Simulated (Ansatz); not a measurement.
**SiH3 (SMILES [SiH3]) at UCCSD(T)/3-21G**

What is the energy change on altering one bond length of SiH3 at UCCSD(T)/3-21G? 

Program for the calculation: Ansatz 0.2.0.

61 further runs of the same task are left out: 61 set aside as unsound or not needed.

## 1. Starting point

SiH3: 4 atoms, total charge 0, spin state doublet. SMILES: `[SiH3]`. Geometry: relaxed at GFN2-xTB.

Bond lengths: Si1–H2 1.449 Å, Si1–H3 1.449 Å, Si1–H4 1.448 Å. Angles: H2–Si1–H3 115.4°, H2–Si1–H4 115.4°, H3–Si1–H4 115.3°.

## 2. The energy at UCCSD(T)/3-21G

Contents of run.yaml:

```yaml
basis:
  gaussian:
    orbitals: 3-21G.json
crystal:
  periodic: [false, false, false]
  atoms:
    - {symbol: Si, position_ang: [0.206560, -0.018900, -0.115090]}
    - {symbol: H, position_ang: [0.587110, 0.661780, 1.105640]}
    - {symbol: H, position_ang: [-0.194960, -1.401590, 0.043390]}
    - {symbol: H, position_ang: [-0.598710, 0.758710, -1.033940]}
accuracy: high
correlation:
  method: ccsd_t
  frozen_orbitals: {H: 0, Si: 5}
scf:
  omitted_lower_state_checks: [cluster_reference, increment]
magnetization:
  spin_polarized: true
  initial_magnetization: 1
```

The basis set 3-21G is read from a file made from the Basis Set Exchange's data (not shown).

On the command line:

```bash
ansatz run run.yaml --threads 1 --pin off --max-ram 2610MiB --events-out events.jsonl --progress --plain --runs-dir runs
```

The program printed, shortened:

```text
Warning: RAYON_NUM_THREADS=1 ignored (pool sized by the plan → 1); use --threads N
Functional definition: HF
  name "HF"
[...]
377 factors; integrals over basis functions are off by at most 2.9e-9 eV
[...]
mean field -7866.21102516 eV, -289.0779232652 hartree, gradient 7.7e-9 eV, S^2 0.757591; 0 other end points of the search recorded, 0 dependent functions left out
5 core orbitals not correlated: weight in the atoms' cores, before any rotation towards them, 1.000 or more for the frozen orbitals, at most 0.000 for the correlated occupied ones
reference -7866.21102516 eV, -289.0779232652 hartree; 4, 3 occupied and 10, 11 virtual orbitals, 377 factors
second order -1.34793654 eV of doubles, -0.00000000 eV of singles
cycle   1  -1.69406398 eV  change   -3.5e-1 eV  update   4.7e-2
[...]
cycle  19  -1.86888835 eV  change  -5.9e-11 eV  update  2.9e-10
perturbative correction -0.01938666 eV, -0.0007124465 hartree
Total energy: -7868.09930017 eV, -289.1473160919 hartree
Checks for a lower state left out: cluster_reference, increment
```

Run time: 0.18 s. Hardware: 1 thread of Arm Neoverse V2, shared host.

## 3. The distorted shape, same level

Contents of run.yaml:

```yaml
crystal:
  periodic: [false, false, false]
  atoms:
    - {symbol: Si, position_ang: [0.111422, -0.189070, -0.420273]}
    - {symbol: H, position_ang: [0.587110, 0.661780, 1.105640]}
    - {symbol: H, position_ang: [-0.290098, -1.571760, -0.261793]}
    - {symbol: H, position_ang: [-0.693848, 0.588540, -1.339123]}
basis:
  gaussian:
    orbitals: 3-21G.json
magnetization:
  spin_polarized: true
  initial_magnetization: 1
scf:
  omitted_lower_state_checks: [cluster_reference, increment]
correlation:
  method: ccsd_t
  frozen_orbitals: {H: 0, Si: 5}
accuracy: high
total_charge: 0
```

The basis set 3-21G is read from a file made from the Basis Set Exchange's data (not shown).

On the command line:

```bash
ansatz run run.yaml --threads 1 --pin off --max-ram 2610MiB --events-out events.jsonl --progress --plain --runs-dir runs
```

The program printed, shortened:

```text
Warning: RAYON_NUM_THREADS=1 ignored (pool sized by the plan → 1); use --threads N
Functional definition: HF
  name "HF"
[...]
376 factors; integrals over basis functions are off by at most 3.2e-9 eV
[...]
mean field -7865.57055510 eV, -289.0543864246 hartree, gradient 9.8e-9 eV, S^2 0.763085; 0 other end points of the search recorded, 0 dependent functions left out
5 core orbitals not correlated: weight in the atoms' cores, before any rotation towards them, 1.000 or more for the frozen orbitals, at most 0.000 for the correlated occupied ones
reference -7865.57055510 eV, -289.0543864246 hartree; 4, 3 occupied and 10, 11 virtual orbitals, 376 factors
second order -1.42589294 eV of doubles, -0.00000000 eV of singles
cycle   1  -1.80932538 eV  change   -3.8e-1 eV  update   5.6e-2
[...]
cycle  21  -2.03567156 eV  change  -3.1e-10 eV  update  8.5e-10
perturbative correction -0.02587096 eV, -0.0009507402 hartree
Total energy: -7867.63209761 eV, -289.1301467147 hartree
Checks for a lower state left out: cluster_reference, increment
```

Wall time 0.18 s (1 thread of Arm Neoverse V2, shared host).

## 4. What came out

Level: UCCSD(T)/3-21G, 5 core orbitals frozen.

```
                                                          quantity          value
                                         first shape: total energy  -289.14732 Eh
          first shape: correlation energy (5 core orbitals frozen)      -69.4 mEh
                                       first shape: (T) correction      -0.71 mEh
                    first shape: ⟨S²⟩ of the reference determinant          0.758
                                        first shape: T1 diagnostic          0.008
                                     distorted shape: total energy  -289.13015 Eh
      distorted shape: correlation energy (5 core orbitals frozen)      -75.8 mEh
                                   distorted shape: (T) correction      -0.95 mEh
                distorted shape: ⟨S²⟩ of the reference determinant          0.763
                                    distorted shape: T1 diagnostic          0.011
energy change with the Si1–H2 bond stretched from 1.449 to 1.811 Å       0.467 eV
```

In words: With the Si1–H2 bond stretched from 1.449 to 1.811 Å the energy rises by 0.47 eV (10.8 kcal/mol). The first shape isn't relaxed at this level, so the change isn't measured from a minimum. The triples (first shape) make up 1.0 % of the correlation energy. The triples (distorted shape) make up 1.3 % of the correlation energy.
